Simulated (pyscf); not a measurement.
Optimised with ωB97X-D3(BJ)/def2-SVP in PySCF.

Problem. For the elementary gas-phase step `[F][SiH2][O][SiH3]` + `[OH][SiH3]` + `[FH]` → `[SiH3][O][SiH2][O][SiH3]` + `[FH]` + `[FH]` (singlet surface; F–Si, H–O, F–H broken, O–Si, F–H, F–H formed), what barrier and reaction energy does ωB97M-D3(BJ)/def2-TZVP give, measured from the separated reactants?

Solution. ΔE‡ = 0.26 eV, ΔE = +0.28 eV. Zero-point energy shifts the barrier by +0.09 eV. It is a multi-bond step, with an imaginary mode of 600i cm⁻¹. On the reactant side the descent ends in an adduct with a O–Si contact, 0.00 eV over the separated species and 0.18 eV under the saddle at ωB97X-D3(BJ)/def2-TZVP. On the product side the descent ends in a bound adduct (not fully relaxed), 0.73 eV under the separated species and 0.71 eV under the saddle at ωB97X-D3(BJ)/def2-TZVP. At ωB97M-D3(BJ) the saddle lies under the separated products, which points to a path from their complex (located at ωB97X-D3(BJ) alone), and parting the products costs more than the saddle. What is counted as formed (O–Si) is already present as a longer contact in the reactant adduct; forming that adduct is a step of its own. This is the saddle that the search found; another between the same sides may lie lower.
